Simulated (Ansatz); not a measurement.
# P2H2 (quintet): wave-function methods side by side, def2-QZVPP

The task here is to estimate one member of a computed series from the others.

Program: Ansatz 0.2.0, Gaussian basis. Level of theory: def2-QZVPP, core rule «outside noble gas», up to 10 orbitals frozen. These are calculated values, not measurements.

Plan: UHF; ROHF; CCSD(T) on UHF.

5 further runs of the same task are left out: 1 that didn't finish, 4 set aside as unsound or not needed.

### What is computed

The geometry is a PBE0/def2-TZVP stationary point (not a proven minimum) of the parent state, kept for this charge and spin.

4 atoms, charge 0, spin multiplicity 5.

Atoms are counted from 1 here; the program's logs count them from 0.

Bond lengths: P1–P2 2.159 Å, P1–H3 1.428 Å, P2–H4 1.428 Å. Angles: P2–P1–H3 95.2°, P1–P2–H4 95.2°.

Set-up of the first run:

File in.yaml:

```yaml
crystal:
  periodic: [false, false, false]
  atoms:
    - {symbol: P, position_ang: [-0.031349, -0.073548, 1.077042]}
    - {symbol: P, position_ang: [-0.031350, 0.073548, -1.077042]}
    - {symbol: H, position_ang: [0.963360, 0.931093, 1.276164]}
    - {symbol: H, position_ang: [0.963376, -0.931077, -1.276164]}
basis:
  gaussian: {orbitals: "def2-QZVPP.json"}
magnetization: {spin_polarized: true, initial_magnetization: 4}
hamiltonian: {xc: hf}
output: {orbitals: {seedname: orbitals}}
```

Launch:

```sh
ansatz run in.yaml --threads 1 --pin off --events-out ev --progress --plain --max-ram 2393MiB
```

Among the steps run: UHF; ROHF; CCSD(T) on UHF.

One of the session's tables, all rows but one given; the rest of the session is left out.

| method | from UCCSD(T) (kJ/mol) |
| --- | --- |
| ROHF | +866.1 |
| UHF | +841.0 |
| UMP2 | ? |
| UCCSD | +43.6 |
| UCCSD(T) | 0 |

Q: Estimate the row for UMP2 from the others.

**Answer.** from UCCSD(T) (kJ/mol): +140.0. In the column «from UCCSD(T) (kJ/mol)» it lies between UCCSD (+43.6) and UHF (+841.0).
